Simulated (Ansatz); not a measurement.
Mulliken charges of `C=CC[NH]` radical from ωB97M-V/def2-TZVPP in Ansatz (PBE0-D4/def2-TZVP geometry).

```csv
atom,x (Å),y (Å),z (Å),charge (e)
C1,0.177,1.671,0.103,-0.220
C2,0.520,0.414,0.333,-0.072
C3,-0.332,-0.767,0.001,-0.096
N4,0.412,-1.808,-0.644,-0.243
H5,-0.768,1.923,-0.370,0.085
H6,0.824,2.496,0.375,0.103
H7,1.477,0.180,0.794,0.107
H8,-0.757,-1.185,0.934,0.117
H9,-1.207,-0.455,-0.590,0.097
H10,-0.264,-2.521,-0.933,0.123
```

Q: By hand: the dipole of these point charges (1 e Å = 4.8032 D).

A: Σ q r = (-0.205, 0.062, 0.139) e Å, of length 0.255 e Å = 1.22 D.

Q: How does the dipole of the full density compare? (Estimate.)

A: Ansatz gave: (-0.379, 0.002, 0.083) e Å, 1.86 D; the point charges give 0.66 times that, at 26° from its direction.

Point charges leave out the atoms' own dipoles, such as those of lone pairs, and Mulliken's split depends on the basis, so the two needn't agree.
